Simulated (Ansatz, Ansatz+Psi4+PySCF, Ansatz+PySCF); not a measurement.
```json
{"atom": "O", "x (Å)": "0.0007", "y (Å)": "-0.0006", "z (Å)": "-0.1089"}
{"atom": "H", "x (Å)": "0.0006", "y (Å)": "-0.0001", "z (Å)": "0.8687"}
```

Basis set: cc-pVTZ (spherical functions). Frozen core: 1 orbital. Charge 0, multiplicity 2.

Computed with Ansatz (development build ahead of 0.2.0); free ground-state atoms in the same class of orbitals, no zero-point energy, no relativity.

The atomization energy of doublet OH from measured heats of formation, zero-point and thermal terms removed is 4.616 eV (G2/97 set, Curtiss et al., J. Chem. Phys. 106, 1063 (1997), as shipped with ASE); it holds spin-orbit and other relativistic effects.

How far do UHF-MP2, UHF miss it in this basis?

```csv
method,atomization energy (eV),computed − measured (eV)
UHF-MP2,4.465,-0.151
UHF,2.921,-1.695
```
